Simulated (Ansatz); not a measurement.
`CS[SiH3]` → `[CH2]` (triplet) + `[SiH3]S` at 400 K and 1 bar (formal loss of a carbene).

Program: Ansatz. Geometries: PBE0-D4/def2-TZVP. ΔE: electronic, gas phase. CCSD(T)/CBS adds triple-zeta CCSD(T) − MP2 to the extrapolated MP2 energy (def2 sets, frozen cores). This one scheme is used for every species. Triplets are unrestricted, without spin–orbit coupling.

```tsv
species	CCSD(T)/CBS energy (Eh)	H − E (kJ/mol)	S (J/(mol·K))
`CS[SiH3]`	-728.52947	194.4	339.2
`[CH2]` (triplet)	-39.09499	59.0	205.7
`[SiH3]S`	-689.27336	109.8	293.0
```

H − E and S are ideal-gas, rigid-rotor, harmonic terms from PBE0-D4/def2-TZVP, with the whole ground term of open shells counted as degenerate. 1 Eh = 2625.50 kJ/mol, R = 8.31446 J/(mol·K).

By hand: ΔE, ΔH, ΔS and ΔG.

ΔE = (-39.09499) + (-689.27336) − (-728.52947) = 0.16112 Eh = 423.0 kJ/mol. Δ(H − E) = 59.0 + 109.8 − 194.4 = -25.6, so ΔH = 397.4 kJ/mol. ΔS = 205.7 + 293.0 − 339.2 = 159.5 J/(mol·K). ΔG = 397.4 − 400 × (159.5)/1000 = 333.6 kJ/mol.

By hand: the equilibrium constant, and the temperature at which ΔG would vanish if ΔH and ΔS stayed fixed.

log₁₀ K = −ΔG/(RT ln 10) = -43.6. ΔG = 0 at ΔH/ΔS = 2492 K.

The number of gas molecules changes by +1, which sets the sign of ΔS. A doubt of 5 kJ/mol in ΔE shifts log₁₀ K by 0.7 here. A triplet takes part, so the spin changes. These are equilibria of isolated gas molecules and say nothing of rates. Largest T1 diagnostic: 0.011 (customary marks: 0.02 for closed shells, 0.045 for open ones).
